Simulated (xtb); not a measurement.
xtb input (GFN2-xTB):

```bash
xtb mol.xyz --gfn 2 --ohess tight --chrg -1 --uhf 0
```
mol.xyz:
```
9

N      0.00514746    -0.00687377     1.35831556
C     -0.02044979     1.09940248     0.56564118
C     -0.00102353    -1.12719763     0.55453985
C      0.03810150     0.71920423    -0.72507082
C     -0.01225592    -0.71289623    -0.68604397
H      0.02139213     2.09689814     1.04868315
H      0.03167666    -2.07881712     1.04914346
H      0.02838797     1.38098044    -1.62030594
H      0.00012730    -1.38419329    -1.56948843
```

End of the output:

```
   ------------------------------------------------------------------------
    298.15    0.470629E-02    0.714745E-01    0.302542E-01    0.412203E-01
   ------------------------------------------------------------------------

         :::::::::::::::::::::::::::::::::::::::::::::::::::::
         ::                  THERMODYNAMIC                  ::
         :::::::::::::::::::::::::::::::::::::::::::::::::::::
         :: total free energy         -13.644182176215 Eh   ::
         ::.................................................::
         :: total energy              -13.685402494072 Eh   ::
         :: zero point energy           0.066768178765 Eh   ::
         :: G(RRHO) w/o ZPVE           -0.025547860909 Eh   ::
         :: G(RRHO) contrib.            0.041220317857 Eh   ::
         :::::::::::::::::::::::::::::::::::::::::::::::::::::

optimized geometry written to: xtbopt.xyz

           -------------------------------------------------
          | TOTAL ENERGY              -13.685402494072 Eh   |
          | TOTAL ENTHALPY            -13.613928026187 Eh   |
          | TOTAL FREE ENERGY         -13.644182176215 Eh   |
          | GRADIENT NORM               0.000138665429 Eh/α |
          | HOMO-LUMO GAP               5.428293559246 eV   |
           -------------------------------------------------

------------------------------------------------------------------------
------------------------------------------------------------------------
 total:
 SCF:
 ANC optimizer:
 analytical hessian:
```

It need not be the lowest isomer of its formula. Whether it binds its extra electron was not tested at this geometry.
